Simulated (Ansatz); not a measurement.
Ideal-gas functions of `FC1=C(F)S1` at 400 K and 1 bar, from an Ansatz frequency run at PBE0-D4/def2-TZVP.

Molar mass 94.08 g/mol, point group C2v (symmetry number 2), electronic degeneracy 1, moments of inertia 97.562, 129.272, 226.834 u Å². Harmonic wavenumbers (cm⁻¹, unscaled): 206, 265, 290, 497, 668, 677, 952, 1298, 2117.

Use S(trans) = R[1.5 ln M + 2.5 ln T − 1.1517]; rotational temperatures θ = 24.2544 K / I; S(rot) = R[ln(√π/σ · √(T³/θAθBθC)) + 1.5]; for each mode x = 1.438777 ν̃/T, S = R[x/(eˣ − 1) − ln(1 − e⁻ˣ)] and H = RT x/(eˣ − 1); 1 cm⁻¹ = 0.0119627 kJ/mol; R = 8.31446 J/(mol·K).

Q: By hand: the entropy, in J/(mol·K).

A: Translation 171.6. Rotation: θ = 0.2486, 0.1876, 0.1069 K, giving 108.2. Vibration, mode by mode: 10.99, 9.02, 8.33, 4.51, 2.78, 2.71, 1.23, 0.45, 0.04, in all 40.1. Electronic 0.0. Sum 319.9 J/(mol·K).

Q: By hand: H − E and G − E in kJ/mol, counted from the electronic energy.

A: Zero-point energy ½ × 6970 × 0.0119627 = 41.7; thermal vibration 9.4; translation, rotation and pV give 4 RT = 13.3. H − E = 64.4 kJ/mol, and G − E = 64.4 − 400 × 319.9/1000 = -63.6 kJ/mol.

Vibration gives 13 % of the entropy.
